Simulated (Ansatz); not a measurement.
**Worked example: correlation energy of H2Se, singlet**

Geometry: a point of a bend scan, not a stationary point.

| atom | x (Å) | y (Å) | z (Å) |
| --- | --- | --- | --- |
| Se | 0.0000 | -0.0080 | 0.0000 |
| H | 0.0000 | 0.3145 | -1.4309 |
| H | 0.0000 | 0.3144 | 1.4309 |

Basis cc-pVDZ; Ansatz 0.2.0. Correlated methods freeze the noble-gas cores and the filled d shells of p-block atoms, which leaves 8 electrons in 23 orbitals. R marks a restricted (for open shells ROHF) determinant. No spin–orbit coupling is included, and no scalar relativity.

Full CI is exact within this basis and frozen core; it isn't the basis-set limit.

Runs differ by some tens of microhartree through their thresholds, so steps under 0.03 kcal/mol mean nothing.

```
    level  total energy (hartree)
      RHF            -2400.877532
     RMP2            -2401.011048
    RCCSD            -2401.033608
 RCCSD(T)            -2401.037050
   RCCSDT            -2401.037533
RCCSDT(Q)            -2401.037834
  RCCSDTQ            -2401.037860
  full CI            -2401.037874
```

Q: What is the correlation energy at full CI, and what share of it do RMP2 and RCCSD recover?

A: E(corr) = -2401.037874 − (-2400.877532) = -0.160342 hartree = -4.363 eV. RMP2: -0.133516 / -0.160342 = 83.27 %. RCCSD: -0.156076 / -0.160342 = 97.34 %.

Q: By how many kcal/mol does RCCSD(T) miss full CI (1 hartree = 627.509 kcal/mol), and which steps make up the rest?

A: -2401.037050 − (-2401.037874) = 0.000824 hartree = 0.52 kcal/mol. Steps: RCCSDT − RCCSD(T) = -0.30, RCCSDT(Q) − RCCSDT = -0.19, RCCSDTQ − RCCSDT(Q) = -0.02, full CI − RCCSDTQ = -0.01 kcal/mol. That is within 1 kcal/mol of the reference in this basis, which itself misses far more of the correlation at the basis-set limit.
